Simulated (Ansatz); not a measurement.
Basis-set extrapolation for H$_{4}$N$_{2}$ (`NN`) (PBE0-D4/def2-TZVP geometry, frozen core, Ansatz 0.2.0). Multiplicity 1, RHF reference.

|  | def2-TZVPP | def2-QZVPP |
| --- | --- | --- |
| HF | -111.230047 | -111.235933 |
| MP2 correlation | -0.438324 | -0.470050 |
| CCSD(T) correlation | -0.472736 | -0.501406 |

Energies in hartree. Use E(X) = E(∞) + A·exp(−7.88·√X) for Hartree–Fock and E(X) = E(∞) + B·X^(−2.97) for correlation, with X = 3 and 4.

What is the CCSD(T) energy at the basis-set limit?

HF limit: -111.235933 + (-0.005886) × 0.13774 = -111.23674. Correlation limit: -0.501406 + (-0.028670) × 0.74074 = -0.52264. Total: -111.75938 hartree, 1.54 eV below CCSD(T)/def2-TZVPP.
